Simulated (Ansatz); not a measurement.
# What each rung costs, and what it gives

The pair of NH4⁺ (SMILES [NH4+], atoms 1–5) and PH3 (SMILES P, atoms 6–9), both closed shells, in one local arrangement (a lower one may exist), relaxed at PBE0-D4/def2-TZVP:

N1  (0.058, -0.246, -1.674)
H2  (0.022, -0.090, -0.615)
H3  (-0.863, -0.523, -2.013)
H4  (0.732, -0.981, -1.891)
H5  (0.342, 0.617, -2.139)
P6  (-0.054, 0.231, 1.570)
H7  (1.122, 0.081, 2.334)
H8  (-0.903, -0.575, 2.357)
H9  (-0.456, 1.486, 2.071)
(Å)

Interaction energies are counterpoise-corrected; the time is that of the whole pair.

Ansatz 0.2.0; basis: as named in each row; cores frozen in the correlated methods. B3LYP uses VWN-RPA correlation. Extrapolation: Hartree–Fock as exp(−7.88 √X), correlation as X^−2.97.

Times are rough, for one single point on 2 threads of a shared host (Arm Neoverse V2).

The estimate by CCSD(T) at an estimated basis limit (MP2 extrapolated from triple and quadruple zeta, plus CCSD(T) − MP2 in triple zeta) is -66.2 kJ/mol.

```
   method        basis  time (s)  interaction energy (kJ/mol)  method less estimate
   PBE-D4  def2-TZVPPD         2                        -78.4                 -12.2
revPBE-D4  def2-TZVPPD         2                        -74.5                  -8.3
  BLYP-D4  def2-TZVPPD         2                        -72.6                  -6.5
  PBE0-D4  def2-TZVPPD         2                        -75.8                  -9.6
 HSE06-D4  def2-TZVPPD         2                        -75.9                  -9.7
 B3LYP-D4  def2-TZVPPD         2                        -72.0                  -5.8
r2SCAN-D4  def2-TZVPPD         2                        -73.5                  -7.3
   B2PLYP  def2-TZVPPD         3                        -66.7                  -0.6
  wB97X-V  def2-TZVPPD         6                        -70.0                  -3.8
  wB97M-V  def2-TZVPPD         6                        -65.9                   0.2
   B97M-V  def2-TZVPPD         6                        -66.8                  -0.6
      MP2  def2-QZVPPD        10                        -67.4                  -1.2
  CCSD(T)  def2-TZVPPD        27                        -63.5                   2.7
```

No T1 diagnostic of these runs exceeds 0.014.
